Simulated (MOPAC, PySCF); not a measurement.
Scan of H2N, doublet: symmetric bend, bond length relaxed. Scanned: H-N-H angle. Other coordinates (N-H bond length) were minimised at PBE0/def2-TZVP.

UKS-B3LYP/6-31G* = unrestricted B3LYP/6-31G*, spherical d in PySCF 2.14.0; CCSD(T) on UHF/cc-pVTZ, 1 core orbital frozen (PySCF); PM6, unrestricted, heats of formation (MOPAC).

Energies in eV, each method relative to its own lowest point.

```
a / °  UKS-B3LYP/6-31G*  CCSD(T)    PM6
-----  ----------------  -------  -----
180               1.558    1.532  1.245
172               1.518    1.490      ?
164               1.401    1.370  1.093
156               1.220    1.186  0.923
148               0.993    0.959  0.719
140               0.745    0.716  0.506
132               0.501    0.479      ?
124               0.285    0.272  0.149
116               0.118    0.113  0.042
108               0.018    0.018  0.000
100               0.000    0.000      ?
92                0.076    0.070  0.149
84                0.256    0.235      ?
76                0.546    0.504      ?
68                0.951    0.881  1.052
60                1.473    1.371  1.570
```

Question: Complete the blanks.

Answer: 
- 172, PM6: 1.206
- 132, PM6: 0.310
- 100, PM6: 0.033
- 84, PM6: 0.353
- 76, PM6: 0.651
